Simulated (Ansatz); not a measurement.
All numbers below come from DFT, LDA (PW92), plane waves (420 eV) with PAW, scalar-relativistic in Ansatz 0.2.0. (PAW data from PBE, frozen cores regenerated.)

An element in the hcp structure gives this curve. The cell is scaled uniformly from the relaxed one, with fractional coordinates and shape fixed. Energies are extrapolated to zero smearing, pressures are those at the given smearing. Magnetic state: spin not included.

```json
{"V (Å³/atom)": "11.929", "E − E₀ (meV/atom)": "83.8", "P (GPa)": "18.75"}
{"V (Å³/atom)": "12.471", "E − E₀ (meV/atom)": "34.1", "P (GPa)": "10.96"}
{"V (Å³/atom)": "13.014", "E − E₀ (meV/atom)": "7.8", "P (GPa)": "4.84"}
{"V (Å³/atom)": "13.556", "E − E₀ (meV/atom)": "0.0", "P (GPa)": "0.04"}
{"V (Å³/atom)": "14.098", "E − E₀ (meV/atom)": "6.6", "P (GPa)": "-3.70"}
{"V (Å³/atom)": "14.640", "E − E₀ (meV/atom)": "24.4", "P (GPa)": "-6.60"}
{"V (Å³/atom)": "15.182", "E − E₀ (meV/atom)": "50.9", "P (GPa)": "-8.82"}
```

(1) Which element is it?
A. platinum
B. palladium
C. aluminium
D. zinc

Results:

(1) D. Its fit is V₀ = 13.56 Å³/atom, B₀ = 106 GPa, B₀′ = 5.1.
